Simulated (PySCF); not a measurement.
## Orbital energies and ionisation energy

Compound: N-methylhydroxylamine, CH5NO.
Structure used (PBE0-D3(BJ)/def2-SVP), in Å, numbered top down from 1:
```xyz
8
CH5NO angstrom
C     -0.5319    0.0071    0.6322
N     -0.0027    0.1382   -0.7050
O      1.3516   -0.2565   -0.6947
H      0.0866    0.4993    1.4076
H     -1.5411    0.4472    0.6483
H     -0.6232   -1.0578    0.8931
H      0.0249    1.1285   -0.9488
H      1.3740   -0.9915   -1.3165
```

Level: CAM-B3LYP/def2-SVPD (PySCF). Frontier orbitals with their largest atomic shares (Löwdin; up to four atoms above 4 %):

```tsv
orbital	ε (eV)	main atoms
HOMO−3	-12.86	C1 37 %, O3 21 %, H4 17 %, H5 11 %
HOMO−2	-12.32	C1 38 %, H6 18 %, H5 14 %, O3 12 %
HOMO−1	-10.07	O3 72 %, N2 12 %, C1 7 %, H8 4 %
HOMO	-8.46	?
LUMO	1.37	O3 28 %, C1 26 %, H8 14 %, N2 9 %
LUMO+1	1.95	O3 36 %, C1 15 %, H8 15 %, H7 10 %
LUMO+2	2.45	H7 27 %, O3 24 %, H6 14 %, H4 9 %
```

What vertical ionisation energy does ΔSCF give, and how far is −ε(HOMO) from it?

ΔSCF: 9.71 eV (937 kJ/mol; threshold wavelength 128 nm); ⟨S²⟩ of the doublet left behind is 0.754, against 0.75 for a pure doublet. −ε(HOMO) is 8.46 eV, 1.25 eV below it. In exact Kohn–Sham theory the two would be equal; CAM-B3LYP (range-separated hybrid) falls short of its own ΔSCF value by 13 %.

On which atoms does the HOMO lie?

N2 (hydroxylamine nitrogen) 57 %, O3 (hydroxyl oxygen) 17 %, C1 (N-methyl carbon) 10 %, H4 (methyl hydrogen) 5 %, so more than half of it is on one atom. The HOMO−1 lies 1.61 eV lower.

How many of the 10 lowest singlet excitations (vertical TDDFT, same level) lie below the ionisation energy?

All 10; they run from 6.36 to 9.51 eV.

Shift the occupied levels rigidly so that −ε(HOMO) equals the ΔSCF value. What binding energies result?

The shift is +1.25 eV: HOMO 9.71, HOMO−1 11.32, HOMO−2 13.57, HOMO−3 14.11 eV. A rigid shift is only a rough guide to the deeper ionisations.

What total energies stand behind the ΔSCF value?

E(N) = -170.84013 Eh and E(N − 1) = -170.48338 Eh at the same geometry, 0.35675 Eh apart.

Geometry: PBE0-D3(BJ)/def2-SVP, one conformer, isolated molecule.
